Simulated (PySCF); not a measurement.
# One molecule, a ladder of functionals, a line

Molecule: `C[PH](C)=S`, C$_{2}$H$_{7}$PS.

Atom-mapped SMILES (the numbers label the heavy atoms): `[CH3:1][PH:2]([CH3:3])=[S:4]`. Hydrogens are named by the atom that carries them.

GIAO shieldings (ppm, equivalent atoms averaged) in PySCF 2.14 on the PBE0-D3(BJ)/def2-SVP geometry, basis pcSseg-2, gas phase, non-relativistic:

| functional | exact exchange (%) | σ(C1/C3) | σ(S4) |
| --- | --- | --- | --- |
| BLYP | 0 | 150.1 | 669.2 |
| BP86 | 0 | 154.8 | 692.3 |
| PBE | 0 | 155.0 | 693.7 |
| B3LYP | 20 | 155.2 | 699.4 |
| mPW1PW91 | 25 | 160.5 | 728.4 |
| HF | 100 | 171.3 | 798.2 |

(1) Fit each shielding as a line in the percentage of exact exchange.

(2) What does the line predict for PBE0 (25 %), and what does the run give?

## Answers

(1) σ(C1/C3) = 153.4 + 0.18 x (rms 2.1 ppm); σ(S4) = 686.0 + 1.14 x (rms 10.5 ppm). The functionals also differ in their semilocal parts, which the line can't hold; Hartree–Fock has no correlation at all.

(2) σ(C1/C3): 157.9 predicted, 161.0 computed; σ(S4): 714.5 predicted, 729.9 computed ppm.
